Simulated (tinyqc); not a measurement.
CID on RHF in the sto-6g basis, frozen core, for HF, spin multiplicity 1, step by step. One step of it, computed by the program tinyqc.

Task: CID: determinants and Hamiltonian. Slater-Condon rules over spin orbitals, with the nuclear repulsion and the energy of the frozen orbital added and E(HF) subtracted on the diagonal. Only determinants linked to the reference directly or through others are kept (one block of an abelian symmetry group), so some states are absent.

one-electron integrals dressed by the frozen orbital, h + 2 (pq|11) - (p1|1q) (hartree):
```
           2          3          4          5          6
2  -6.882723   0.284298   0.000000   0.000000   0.769764
3   0.284298  -5.738162   0.000000   0.000000   1.117017
4   0.000000   0.000000  -6.266177   0.000000   0.000000
5   0.000000   0.000000   0.000000  -6.266177   0.000000
6   0.769764   1.117017   0.000000   0.000000  -4.374127
```

energy of the frozen orbital, 2 h_11 + (11|11) = -76.62332271 hartree

Two-electron integrals over orbitals (pq|rs), unique and non-zero (hartree); the lowest 1 orbital is frozen and left out:
```
(22|22) 0.861541    (32|22) -0.011829   (32|32) 0.158536    (33|22) 0.765599
(33|32) -0.055577   (33|33) 0.788434    (42|42) 0.179747    (43|42) -0.044412
(43|43) 0.050512    (44|22) 0.878919    (44|32) -0.076429   (44|33) 0.769432
(44|44) 0.998085    (52|52) 0.179747    (53|52) -0.044412   (53|53) 0.050512
(54|54) 0.053789    (55|22) 0.878919    (55|32) -0.076429   (55|33) 0.769432
(55|44) 0.890506    (55|55) 0.998085    (62|22) -0.136695   (62|32) -0.040377
(62|33) -0.044504   (62|44) -0.134956   (62|55) -0.134956   (62|62) 0.099023
(63|22) -0.154137   (63|32) 0.093055    (63|33) -0.128570   (63|44) -0.186636
(63|55) -0.186636   (63|62) 0.059422    (63|63) 0.166176    (64|42) -0.044410
(64|43) -0.012998   (64|64) 0.031938    (65|52) -0.044410   (65|53) -0.012998
(65|65) 0.031938    (66|22) 0.690404    (66|32) 0.074901    (66|33) 0.671410
(66|44) 0.655049    (66|55) 0.655049    (66|62) -0.069388   (66|63) -0.010702
(66|66) 0.720699
```

nuclear repulsion = 5.32133508 hartree

Hartree-Fock energy = -99.49677348 hartree

Give: determinants; H - E(HF) between determinants.

Result:

Occupation strings over the orbitals (2 doubly, a alpha, b beta, 0 empty; spin orbitals ordered 1a 1b 2a 2b ...): 222220 222202 222022 220222 2ab222 2ba222 202222

H - E(HF) between determinants (hartree):
```
         222220   222202   222022   220222   2ab222   2ba222   202222
222220   0.0000   0.0319   0.0319   0.1662  -0.0594   0.0594   0.0990
222202   0.0319   1.3926   0.0538   0.0505   0.0444  -0.0444   0.1797
222022   0.0319   0.0538   1.3926   0.0505   0.0444  -0.0444   0.1797
220222   0.1662   0.0505   0.0505   1.6378   0.1460  -0.1460   0.1585
2ab222  -0.0594   0.0444   0.0444   0.1460   2.4018  -0.1585   0.1022
2ba222   0.0594  -0.0444  -0.0444  -0.1460  -0.1585   2.4018  -0.1022
202222   0.0990   0.1797   0.1797   0.1585   0.1022  -0.1022   3.2846
```
